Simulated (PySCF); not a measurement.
Input of a run (PBE0-D3(BJ)/def2-SVP geometry optimisation, gas phase (PySCF 2.14.0)), started from GFN2-xTB:
```
{"job": {"xc": "PBE0", "basis": "def2-SVP", "d3": "d3bj", "grid": 1, "shake": 0.01, "kind": "geom"}, "charge": 0, "multiplicity": 1}
C     -0.651200     1.474170    -0.343440
P      0.153500     0.131240     0.560150
C      1.535180    -0.341940    -0.543220
C     -0.981350    -1.269060     0.414480
S      0.672190     0.568490     2.369250
H     -0.942750     1.207330    -1.361220
H     -1.555930     1.782800     0.205380
H      0.021070     2.357640    -0.379810
H      2.052660    -1.197230    -0.076900
H      1.210850    -0.579540    -1.529050
H      2.251990     0.486460    -0.558480
H     -1.266510    -1.472170    -0.612160
H     -1.939610    -1.016570     0.975790
H     -0.567240    -2.146690     0.871470
```

Output (energies in Eh, forces in Eh/bohr):
```
step   0  E = -858.59702885  max force = 0.035341
step   1  E = -858.59786069  max force = 0.015183
step   2  E = -858.59999329  max force = 0.003966
step   3  E = -858.60041382  max force = 0.001647
step   4  E = -858.60046927  max force = 0.001129
step   5  E = -858.60049241  max force = 0.000455
step   6  E = -858.60050896  max force = 0.000617
step   7  E = -858.60052209  max force = 0.000753
step   8  E = -858.60052821  max force = 0.000524
step   9  E = -858.60052912  max force = 0.000136
optimisation converged
```

Problem. Summarise the run.

Solution. The energy falls by 2.2 kcal/mol over 10 energy and gradient evaluations, the largest force component goes from 0.0353 to 1.4e-04 Eh/bohr, and the atoms move by 0.019 Å rms after alignment. The bond that changes most is C4–H13 (sp3 carbon bound to phosphorus to methyl hydrogen), which shortens by 0.040 Å. Bonds longer at the end by more than 0.005 Å: 7 of 13; shorter: 3. Among the angles that change most is H12–C4–H13, from 106.7° to 110.0°. The energy never rose by more than 1e-6 Eh on the way. The first step brought 24 % of the lowering.

Problem. What are the final bond lengths?

Solution. C1–P2 1.823 Å, P2–C3 1.823 Å, P2–C4 1.823 Å, P2=S5 1.949 Å, C1–H6 1.101 Å, C1–H7 1.099 Å, C1–H8 1.099 Å, C3–H9 1.099 Å, C3–H10 1.101 Å, C3–H11 1.099 Å, C4–H12 1.101 Å, C4–H13 1.099 Å, C4–H14 1.099 Å. Numbering counts from 1 in the input's order; the species is `CP(C)(C)=S`.

The run used 123 basis functions and 59 SCF cycles in all.

Whether it is a minimum is left open (no frequencies).
